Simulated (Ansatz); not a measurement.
Base system: Pt in the fcc (Cu type) structure (space group Fm-3m, No. 225; a = 3.940 Å).

All numbers come from r2SCAN/PAW in Ansatz (an electronic-structure program), without spin-orbit coupling.

Modification: Ir takes the place of Pt on all its sites, then cell and atoms are relaxed.

Measured lattice parameter a: Pt 3.913 Å (static lattice; corrected from measurement; as listed in Daniel Mejia-Rodriguez, S. B. Trickey, Phys. Rev. B (2018)); Ir 3.831 Å (static lattice; corrected from measurement; as listed in Daniel Mejia-Rodriguez, S. B. Trickey, Phys. Rev. B (2018)).

Problem. How well does r2SCAN reproduce the measured shift?

Solution. With r2SCAN the lattice parameter a moves by -0.096 Å (3.940 → 3.844) against -0.082 Å measured.

Stability against distortions was not tested. All final runs are without spin polarisation.
